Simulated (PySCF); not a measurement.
## What builds the first ionisation energy along the alkaline earths

Calculated with PySCF 2.14 from differences of total energies of unrestricted determinants, without spin-orbit coupling. Each column adds one step, in eV (sums use unrounded values): valence MP2, valence CCSD, valence triples, then the next inner shell at CCSD(T) (Be 1s, Mg 2s 2p, Ca 3s 3p). References (NIST) marked * lie between the lowest fine-structure levels; the others compare directly ((s) semi-empirical, (t) theoretical).

```tsv
element	UHF	+ MP2	+ CCSD	+ (T)	+ inner shell	sum	reference
Be [He] 2s2 → [He] 2s1 (x2c-QZVPPall, spin-free X2C)	8.044	0.775	0.472	0.000	0.005	9.297	9.323
Mg [Ne] 3s2 → [Ne] 3s1 (x2c-QZVPPall, spin-free X2C)	6.615	0.643	0.277	0.000	0.083	7.618	7.646
Ca [Ar] 4s2 → [Ar] 4s1 (x2c-QZVPPall, spin-free X2C)	5.136	0.546	0.234	0.000	0.170	6.086	6.113
```

What remains against the references is mostly basis incompleteness.

These are valence bases, so the inner-shell step is incomplete.
